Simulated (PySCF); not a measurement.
Static polarisabilities and like-pair C6 coefficients by linear response at CAM-B3LYP/def2-SVPD (PySCF, frozen core in the response, non-relativistic, gas phase), PBE0-D3(BJ)/def2-SVP geometries, one conformer each; atomic units unless stated. Spin–orbit coupling is left out although an atom past zinc is present.

| label | species | α | C6 |
| --- | --- | --- | --- |
| P | `CP(P(C)C)C` | 106.7 | 4065 |
| Q | `C#CC[Se]C(=C)C=C` | 113.8 | 4473 |
| R | `FC(F)(F)/C=C1C=C/1Cl` | 74.8 | 2344 |
| S | `CS(=O)(=O)CCC#N` | 78.5 | 2737 |
| T | `ClBCl` | 42.3 | 714.8 |
| U | `COC(=O)c1ccoc1` | 78.6 | 2596 |

Estimate the unlike-pair coefficients by the rule C6(AB) = 2·C6(AA)·C6(BB) / [C6(AA)·αB/αA + C6(BB)·αA/αB], and compare with the geometric mean, for PQ, PS, QR, QU, RS, ST, SU and TU.

```
pair  combination rule  geometric mean  ratio
  PQ              4263            4264  1.000
  PS              3315            3335  0.994
  QR              3223            3238  0.995
  QU              3392            3408  0.995
  RS              2532            2533  1.000
  ST              1397            1399  0.999
  SU              2665            2666  1.000
  TU              1362            1362  1.000
```

The rule is exact for one-pole polarisabilities and never exceeds the geometric mean; the two meet where both partners have the same effective excitation energy. These unlike-pair values are estimates, not computed integrals.
